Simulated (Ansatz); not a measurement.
# Al₂H₂ (singlet): from Hartree-Fock to the top rungs at twist about Al1–Al2 = 150.0°, 6-31G

How much of the correlation energy of Al₂H₂ (singlet) does each wave-function method recover here?

Program: Ansatz 0.2.0, Gaussian basis. Level of theory: 6-31G, core rule «outside noble gas», up to 10 orbitals frozen. These are calculated values, not measurements.

To be run: UHF; CCSD(T) on RHF; CCSD(T) on UHF; BCCD(T) on RHF; CISD; CCSDT(Q) on RHF; CCSDT(Q) on UHF; CCSDTQ on RHF; CASSCF and MRCISD+Q, 2 electrons in 2 orbitals; CASSCF and NEVPT2, 2 electrons in 2 orbitals; CASSCF and MRCISD+Q, 8 electrons in 10 orbitals; CASSCF and NEVPT2, 8 electrons in 10 orbitals; Full CI.

17 further runs of the same task are left out: 1 for a mislabelled method, 14 that didn't finish, 2 set aside as unsound or not needed.

## Step 1: The geometry

The geometry derives from a PBE0/def2-TZVP stationary point (not a proven minimum). One half is turned about the bond named; the halves are rigid.

4 atoms, charge 0, spin multiplicity 1.

Atoms are counted from 1 here; the program's logs count them from 0.

Bond lengths: Al1–Al2 2.635 Å, Al1–H3 1.622 Å, Al2–H4 1.622 Å. Angles: Al2–Al1–H3 120.2°, Al1–Al2–H4 120.2°.

## Step 2: UHF

The input, in.yaml:

```yaml
crystal:
  periodic: [false, false, false]
  atoms:
    - {symbol: Al, position_ang: [0.012623, -0.200291, 1.302900]}
    - {symbol: Al, position_ang: [0.012623, 0.106717, -1.313878]}
    - {symbol: H, position_ang: [0.012623, 1.097111, 2.277027]}
    - {symbol: H, position_ang: [-0.688414, 1.407796, -1.983144]}
basis:
  gaussian: {orbitals: 6-31G}
magnetization: {spin_polarized: true, initial_magnetization: 0}
hamiltonian: {xc: hf}
output: {orbitals: {seedname: orbitals}}
```

Run with:

```bash
$ ansatz run in.yaml --threads 1 --pin off --events-out ev --progress --plain --max-ram 2393MiB
```

Further steps of the session: CCSD(T) on RHF; CCSD(T) on UHF; BCCD(T) on RHF; CISD; CCSDT(Q) on RHF; CCSDT(Q) on UHF; CCSDTQ on RHF; CASSCF and MRCISD+Q, 2 electrons in 2 orbitals; CASSCF and NEVPT2, 2 electrons in 2 orbitals; CASSCF and MRCISD+Q, 8 electrons in 10 orbitals; CASSCF and NEVPT2, 8 electrons in 10 orbitals; Full CI.

Q: Predict the results of all the runs planned. Wanted: FCI below the RHF energy; RMP2 from FCI; UMP2 from FCI; RCCSD from FCI; RCCSD(T) from FCI; UCCSD(T) from FCI; RCCSDT(Q) from FCI; UCCSDT(Q) from FCI; NEVPT2 pair from FCI.

**Answer**, as computed:

| quantity | value |
| --- | --- |
| FCI below the RHF energy | -3.1524 eV |
| RMP2 from FCI | +28.53 kcal/mol |
| UMP2 from FCI | +16.76 kcal/mol |
| RCCSD from FCI | +4.27 kcal/mol |
| RCCSD(T) from FCI | +1.56 kcal/mol |
| UCCSD(T) from FCI | +0.47 kcal/mol |
| RCCSDT(Q) from FCI | +0.05 kcal/mol |
| UCCSDT(Q) from FCI | -0.17 kcal/mol |
| NEVPT2 pair from FCI | +16.95 kcal/mol |
| MRCISD+Q pair from FCI | +0.37 kcal/mol |
| NEVPT2 valence from FCI | +4.22 kcal/mol |
| levels within 1 kcal/mol (43 meV) | UCCSD(T), RCCSDT, UCCSDT, RCCSDT(Q), UCCSDT(Q), RCCSDTQ, MRCISD+Q pair, MRCISD valence, MRCISD+Q valence |
| T1 diagnostic | 0.037 |
| effectively unpaired electrons | 1.02 |

RCCSD(T) misses by +1.56 kcal/mol, 2.1 % of the correlation energy. CCSD(T) misses by +1.56 kcal/mol on the restricted determinant and by +0.47 kcal/mol on the unrestricted one; the two need not hold the same state or core. UCCSDT, UCCSDT(Q) fall below full CI: unrestricted runs freeze a spin-polarised core, another one than full CI's, and coupled cluster isn't variational. The occupations show strong static correlation (1.0 unpaired electrons where one determinant has 0). Coupled cluster on one determinant still stays close here. Of the multireference levels listed MRCISD+Q valence comes nearest in total energy (+0.28 kcal/mol), which doesn't show that its space is the better one. These misses are within one basis, not against nature.
